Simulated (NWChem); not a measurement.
Program: NWChem. System: C3H7Cl, charge 0, spin multiplicity 1, at a geometry optimised with PBE/def2-SVP. The structure started from a generated list of species.

The NWChem input:

```
start mol
memory heap 100 mb stack 700 mb global 1900 mb
geometry units angstroms nocenter noautoz noautosym
  C     -1.919688    -0.243701     0.226043
  C     -0.706681    -1.128629    -0.060204
  C      0.615041    -0.576279     0.458363
  Cl     1.070718     0.988764    -0.336386
  H     -2.066288    -0.097798     1.316843
  H     -2.848300    -0.689983    -0.181935
  H     -1.789779     0.757141    -0.232179
  H     -0.612567    -1.311787    -1.152185
  H     -0.842076    -2.129000     0.410045
  H      0.573086    -0.370740     1.547076
  H      1.451693    -1.275168     0.265686
end
basis spherical
  * library 6-31g*
end
scf
  rhf
  nopen 0
  maxiter 100
  thresh 1e-7
  semidirect memsize 60000000 filesize 0
end
tce
  freeze core 8
  cr-ccsd(t)
  2eorb
  2emet 13
  thresh 1e-6
  maxiter 100
  tilesize 24
end
task tce energy
```

The output up to the point where the run's verdict is printed (cleaned and shortened):

```
             Northwest Computational Chemistry Package (NWChem) 7.3.0
             --------------------------------------------------------

                                NWChem Input Module
                                -------------------

 Scaling coordinates for geometry "geometry" by  1.889725989
 (inverse scale =  0.529177249)

                             Geometry "geometry" -> ""
                             -------------------------

 Output coordinates in angstroms (scale by  1.889725989 to convert to a.u.)

  No.       Tag          Charge          X              Y              Z
 ---- ---------------- ---------- -------------- -------------- --------------
    1 C                    6.0000    -1.91968800    -0.24370100     0.22604300
    2 C                    6.0000    -0.70668100    -1.12862900    -0.06020400
    3 C                    6.0000     0.61504100    -0.57627900     0.45836300
    4 Cl                  17.0000     1.07071800     0.98876400    -0.33638600
    5 H                    1.0000    -2.06628800    -0.09779800     1.31684300
    6 H                    1.0000    -2.84830000    -0.68998300    -0.18193500
    7 H                    1.0000    -1.78977900     0.75714100    -0.23217900
    8 H                    1.0000    -0.61256700    -1.31178700    -1.15218500
    9 H                    1.0000    -0.84207600    -2.12900000     0.41004500
   10 H                    1.0000     0.57308600    -0.37074000     1.54707600
   11 H                    1.0000     1.45169300    -1.27516800     0.26568600

 Effective nuclear repulsion energy (a.u.)     161.3904335898

            Nuclear Dipole moment (a.u.)
            ----------------------------
        X                 Y               Z
 ---------------- ---------------- ----------------
     0.0000132281    -0.0000018897     0.0000018897


 Summary of "ao basis" -> "" (spherical)
 ------------------------------------------------------------------------------
       Tag                 Description            Shells   Functions and Types
 ---------------- ------------------------------  ------  ---------------------
[...]
     2   2 0 0    -25.579321      0.000000    235.592115
     2   1 1 0     -1.194553      0.000000     88.592746
     2   1 0 1      0.621619      0.000000    -24.762602
     2   0 2 0    -24.995463      0.000000    127.443071
     2   0 1 1     -0.136829      0.000000    -27.193577
     2   0 0 2    -24.565678      0.000000     33.187069

                   NWChem Extensible Many-Electron Theory Module
                   ---------------------------------------------


            General Information
            -------------------
      Number of processors :     1
         Wavefunction type : Restricted Hartree-Fock
          No. of electrons :    42
           Alpha electrons :    21
            Beta electrons :    21
           No. of orbitals :   148
            Alpha orbitals :    74
             Beta orbitals :    74
        Alpha frozen cores :     8
         Beta frozen cores :     8
     Alpha frozen virtuals :     0
      Beta frozen virtuals :     0
         Spin multiplicity : singlet
    Number of AO functions :    74
       Number of AO shells :    40
        Use of symmetry is : off
      Symmetry adaption is : off
         Schwarz screening : 0.10D-09

          Correlation Information
          -----------------------
          Calculation type : Coupled-cluster singles & doubles w/ perturbation
   Perturbative correction : Completely renormalized (T)
            Max iterations :      100
        Residual threshold : 0.10D-05
     T(0) DIIS level shift : 0.00D+00
     L(0) DIIS level shift : 0.00D+00
     T(1) DIIS level shift : 0.00D+00
     L(1) DIIS level shift : 0.00D+00
     T(R) DIIS level shift : 0.00D+00
     T(I) DIIS level shift : 0.00D+00
   CC-T/L Amplitude update :  5-th order DIIS
                I/O scheme : Global Array Library
        L-threshold :  0.10D-05
        EOM-threshold :  0.10D-05
 no EOMCCSD initial starts read in
 TCE RESTART OPTIONS
 SLICE:      F
 D4D5:       F
 quantumc:   F
 qrotation:  F
 pwtce:      F
 qducc:      F
 nacto:                         0
 nrotv:                         0
 nrot:                          0

            Memory Information
            ------------------
          Available GA space size is     249031324 doubles
          Available MA space size is     104853740 doubles

 Maximum block size supplied by input
 Maximum block size        24 doubles

 tile_dim =     18

 -------------------------------------------------

 Global array virtual files algorithm will be used

 Parallel file system coherency ......... OK

 4-electron integrals stored in orbital form

 v2    file size   =          4115498
 4-index algorithm nr.  13 is used
 imaxsize =       30
 imaxsize ichop =        0


CCSD iterations
 ---------------------------------------------------------
 Iter          Residuum       Correlation     Cpu    Wall
 ---------------------------------------------------------
    1   0.1815352498523  -0.5204721667760     1.7     1.7
    2   0.0527545798034  -0.5585244100540     1.9     1.9
    3   0.0197661434392  -0.5687331050473     2.0     2.0
    4   0.0082258247097  -0.5716266978736     2.0     2.0
    5   0.0036386303304  -0.5726903233785     2.2     2.2
    6   0.0005855146297  -0.5733446070044     1.9     1.9
    7   0.0002210168465  -0.5733768318856     2.2     2.2
    8   0.0001013763636  -0.5733782962711     1.9     1.9
    9   0.0000486431334  -0.5733779290560     1.8     1.8
   10   0.0000244508048  -0.5733785402235     2.0     2.0
   11   0.0000050812631  -0.5733784455361     2.3     2.3
   12   0.0000019582203  -0.5733791732505     1.7     1.7
   13   0.0000009123273  -0.5733793045149     1.8     1.8
 -----------------------------------------------------------------
 Iterations converged
 CCSD correlation energy / hartree =        -0.573379304514900
 CCSD total energy / hartree       =      -577.733823788736231

 Singles contributions

 Doubles contributions
 CR-CCSD(T)
```

The program stopped with an error. NWChem stopped with the message: ccsd_t 3.
